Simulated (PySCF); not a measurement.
Compound: glyoxal, C₂H₂O₂.
SMILES with atom numbers: `[O:1]=[CH:2][CH:3]=[O:4]` (hydrogens: H5 on C2; H6 on C3)

Method used: PBE0-D3(BJ)/def2-TZVP geometry optimisation, gas phase in PySCF.

Question: What internal coordinates does the optimisation give?

Answer: 
```json
{"bond": "O1=C2, C3=O4", "length (Å)": "1.197", "order": "double"}
{"bond": "C2–C3", "length (Å)": "1.519", "order": "single"}
{"bond": "C2–H5, C3–H6", "length (Å)": "1.108", "order": "single"}
```

Bonds in one row agree within 0.01 Å and their mean is given. Orders are formal, as drawn. A selection of angles:
```json
{"angle": "O1–C2–C3", "degrees": "121.5"}
{"angle": "O1–C2–H5", "degrees": "123.8"}
{"angle": "C3–C2–H5", "degrees": "114.7"}
```

Dihedral angles: O1–C2–C3–O4 180° (antiperiplanar).

The 4 heavy atoms lie in one plane (0.001 Å rms).

Point group: C2h (tolerance 0.08 Å). Not checked by PBE0-D3(BJ)/def2-TZVP frequencies. One conformer, not necessarily the lowest.
